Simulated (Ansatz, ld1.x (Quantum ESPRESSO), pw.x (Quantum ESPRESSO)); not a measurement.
## From atom to crystal: TM potential for Br

* Element: Br (Z = 35)
* Generator: ld1.x (Quantum ESPRESSO) 7.5
* Type: norm-conserving Troullier–Martins (Kleinman–Bylander form)
* Functional: LDA (PW92)
* Relativity: scalar-relativistic
* Frozen core: [Ar] 3d10
* Valence charge: 7
* Reference configuration: 4s1.75 4p5.25
* Partial waves: 4s (bound): rc 1.30 bohr; 4p (bound): rc 1.40 bohr; 4d channel at -0.05 Ry: rc 1.15 bohr
* Local potential: the d channel
* Core correction: a·sin(br)/r model core inside 0.80 bohr

Crystal test: bcc Br in pw.x 7.5, no spin, 13³ k-points, Fermi–Dirac smearing 0.01 Ry, cutoffs 120/480 Ry. The reference is all-electron LAPW (Ansatz 0.2.0) with the same functional, mesh and smearing; V0 and B0 come from Birch–Murnaghan fits to the pressures at five volumes. Errors are pseudo minus all-electron; Δ is the rms difference of the E(V) curves that follow from these fits, minima aligned, over ±6 % about the mean V0. Mesh and smearing are coarse, so the numbers serve the comparison and aren't converged zero-temperature values; the lattice is a test structure that the element need not adopt.

```csv
V (Å³/atom),P all-electron (GPa),P pseudo (GPa)
22.430,2.24,-8145.78
23.020,0.85,-7940.29
23.610,-0.34,-7743.17
24.200,-1.36,-7550.93
24.791,-2.23,-7368.30
```

All-electron: a0 = 3.605 Å (V0 = 23.43 Å³/atom), B0 = 45.9 GPa.

Pseudopotential: converged, but broken (pressure over 100 GPa off). The pressure does not cross zero within the volumes sampled, so no fit is given. The pseudo pressure rises with volume over the whole range, a mechanical instability. Note: ghost states, extra bound levels that the all-electron valence spectrum of the same l lacks: s at -1626.7 eV, p at -768.8 eV. A true bound ghost makes a file unfit for plane-wave use. The logarithmic derivative shows an extra or strongly shifted pseudo pole above the reference energy (d near 0.69 Ry). A pressure error of this size marks a broken potential; the numbers have no physical meaning.

Q: At the middle volume, how do free energy and pressure move when the wave cutoff is lowered (ecutrho kept at four times it)?

A:

```csv
cutoff (Ry),shift of F (meV/atom),shift of P (GPa)
54,+2450780.1,+789.57
72,+1454721.7,-11336.29
96,+470968.0,-4042.77
```

Input at the middle volume:

```
&control
  calculation='scf', prefix='x', pseudo_dir='./', outdir='./tmp', tstress=.true., disk_io='none'
/
&system
  ibrav=0, nat=1, ntyp=1, ecutwfc=120, ecutrho=480, nbnd=11,
  occupations='smearing', smearing='fd', degauss=0.01
/
&electrons
  conv_thr=1e-09, mixing_beta=0.4, electron_maxstep=70
/
ATOMIC_SPECIES
Br 1.0 Br.UPF
CELL_PARAMETERS angstrom
  -1.80722405 1.80722405 1.80722405
  1.80722405 -1.80722405 1.80722405
  1.80722405 1.80722405 -1.80722405
ATOMIC_POSITIONS crystal
Br 0.0000 0.0000 0.0000
K_POINTS automatic
13 13 13 0 0 0
```

```bash
pw.x < Br.scf.in > Br.scf.out
```

Lines of the output:

```
Message from routine setup:
     using ibrav=0 with symmetry is DISCOURAGED, use correct ibrav instead
     lattice parameter (alat)  =       5.9152  a.u.
     unit-cell volume          =     159.3282 (a.u.)^3
     number of electrons       =         7.00
     number of Kohn-Sham states=           11
     kinetic-energy cutoff     =     120.0000  Ry
     charge density cutoff     =     480.0000  Ry
     scf convergence threshold =      1.0E-09
     Exchange-correlation= PW
     number of k points=    84  Fermi-Dirac smearing, width (Ry)=  0.0100
     iteration #  1     ecut=   120.00 Ry     beta= 0.40
     total energy              =    -456.15126892 Ry
     estimated scf accuracy    <      92.58929141 Ry
     iteration #  2     ecut=   120.00 Ry     beta= 0.40
     total energy              =    -426.00375608 Ry
     estimated scf accuracy    <      32.75207690 Ry
     iteration #  3     ecut=   120.00 Ry     beta= 0.40
     total energy              =    -426.58120671 Ry
     estimated scf accuracy    <       0.00602963 Ry
     iteration #  4     ecut=   120.00 Ry     beta= 0.40
     total energy              =    -426.57255575 Ry
     estimated scf accuracy    <       0.01050383 Ry
     iteration #  5     ecut=   120.00 Ry     beta= 0.40
     total energy              =    -426.57285044 Ry
     estimated scf accuracy    <       0.00000024 Ry
     iteration #  6     ecut=   120.00 Ry     beta= 0.40
     c_bands:  1 eigenvalues not converged
     c_bands:  1 eigenvalues not converged
     total energy              =    -426.57285028 Ry
     estimated scf accuracy    <       0.00000103 Ry
     iteration #  7     ecut=   120.00 Ry     beta= 0.40
     total energy              =    -426.57285029 Ry
     estimated scf accuracy    <       0.00000002 Ry
     iteration #  8     ecut=   120.00 Ry     beta= 0.40
     total energy              =    -426.57285028 Ry
     estimated scf accuracy    <       0.00000002 Ry
     iteration #  9     ecut=   120.00 Ry     beta= 0.40
     the Fermi energy is  -283.6893 ev
!    total energy              =    -426.57285028 Ry
     estimated scf accuracy    <          9.7E-12 Ry
     smearing contrib. (-TS)   =      -0.01035301 Ry
     The total energy is F=E-TS. E is the sum of the following terms:
     one-electron contribution =    -440.82863781 Ry
     hartree contribution      =      98.93640225 Ry
     xc contribution           =     -58.56277079 Ry
     ewald contribution        =     -26.10749091 Ry
     convergence has been achieved in   9 iterations
          total   stress  (Ry/bohr**3)                   (kbar)     P=   -77431.69
     Message from routine punch:
     Nothing written, as per user request (disk_io='none')
```

The run at the middle volume (84 k-points, 9 iterations) took about 32 s on one core of a shared host (Intel(R) Xeon(R) 6975P-C, 192 threads, 378 GiB, load 67).
